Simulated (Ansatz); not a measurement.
Rock-salt RbBr, treated with LC-ωPBE in Ansatz (plane waves, PAW).

Numerical settings: plane-wave cutoff 460 eV, 6×6×6 k mesh, Fermi–Dirac smearing 0.01 eV, scalar-relativistic PAW data made under PBE.

The direct gap at Γ against volume; x = 100 ln(V/41.860 Å³). One gap is withheld.

| V (Å³/atom) | x | gap (eV) |
|---|---|---|
| 39.767 | -5.13 | ? |
| 40.283 | -3.84 | 10.616 |
| 40.814 | -2.53 | 10.580 |
| 41.860 | 0.00 | 10.511 |
| 42.907 | 2.47 | 10.445 |
| 43.953 | 4.88 | 10.382 |

Question: Fit a straight line to the rows shown, give the volume deformation potential and predict the withheld gap.

Answer: Means of the 5 rows: x̄ = 0.196, ȳ = 10.5068 eV. Σ(x − x̄)(y − ȳ) = -1.3662 and Σ(x − x̄)² = 50.870, so the slope is -0.0269 eV per unit of x, and dE_g/d ln V = -2.7 eV. At x = -5.13: 10.5068 + (-0.0269) × (-5.13 − (0.196)) = 10.650 eV. The run gives 10.652 eV, 0.002 eV above the line.

Measured, for comparison: band gap 7.2 eV (temperature not stated, not corrected to a static lattice; as tabulated in Aguado et al. (1998), arXiv:cond-mat/9809176).

Spin–orbit coupling is not included.

Ansatz is a program for electronic structure.
